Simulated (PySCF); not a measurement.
C₂H₃, SMILES [CH]=C, multiplicity 2. Atoms are numbered in the order given.

```xyz
5

C      0.1434     0.7043     0.0000
C     -0.0298    -0.5856     0.0000
H     -0.4608     1.5994     0.0000
H     -1.0274    -1.0310     0.0000
H      0.8063    -1.2809     0.0000
```
Charge 0, spin multiplicity 2.

Geometry: PBE0-D3(BJ)/def2-TZVP. The isomer is the one that the SMILES or the coordinates give; other isomers of the formula were not compared.

These are PBE/pcH-1 run with PySCF values and carry that method's errors.

Unrestricted Kohn–Sham, ⟨S²⟩ = 0.758. Hyperfine tensors hold the contact and dipolar terms, without spin-orbit corrections.

Computed hyperfine couplings:
```
nucleus    A(iso) (MHz)  A(iso) (G)  dipolar principal values (MHz)
---------  ------------  ----------  ------------------------------
13C no. 1         298.6       106.6             -81.2, -60.0, 141.3
13C no. 2         -13.1        -4.7                -19.7, 3.1, 16.6
1H no. 3           42.5        15.2               -31.1, -6.8, 37.9
1H no. 4          183.7        65.6                 -5.4, -1.6, 7.0
1H no. 5          116.2        41.4                -6.7, -5.3, 12.0
```

**Question.** And the g tensor (effective nuclear charges for spin-orbit coupling, GIAO)? (An estimate is asked for; the answer gives what the named calculation found.)

**Answer.** principal values 2.0015, 2.0022, 2.0029; isotropic 2.0022.
